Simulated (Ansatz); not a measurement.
We consider tetradymite Bi2Te3, described by r²SCAN (Ansatz, a program for electronic structure, PAW).

Run with plane-wave cutoff 560 eV, 10×10×10 k mesh, Fermi–Dirac smearing 0.01 eV, scalar-relativistic PAW data made under PBE.

Cell (relaxed at this level):

Space group R-3m, hexagonal axes (No. 166); a = b = 4.4190 Å, c = 32.3074 Å, α = β = 90.00°, γ = 120.00°

```tsv
atom	site	symmetry	x	y	z
Bi	6c	3m	0.0000	0.0000	0.3969
Te	3a	-3m	0.0000	0.0000	0.0000
Te	6c	3m	0.0000	0.0000	0.2170
```
(The calculation used a cell of 5 atoms; values per cell refer to that cell.)

Task: Predict the bulk modulus B0 and band gap.

Result: 
- bulk modulus B0: 16.4 GPa
- band gap: 0.87 eV

Measured, for comparison: bulk modulus 37 GPa (temperature not stated, not corrected to a static lattice, our sources range from 32.5 to 39.5; as tabulated in Toher et al. (2017), arXiv:1611.05714). Computed (rounded) less measured: bulk modulus not scored (sources differ).

Note: for a layered or molecular solid the relaxed cell lies over 5 % above the published volume, where the minimum can be shallow; the cell comes from a level without a dispersion term, which matters for the spacing of layers, chains or molecules; the bulk modulus comes from volumes at which shape and atoms were relaxed.

Spin–orbit coupling is not included; with these elements it can move the gap by several tenths of an eV or more.
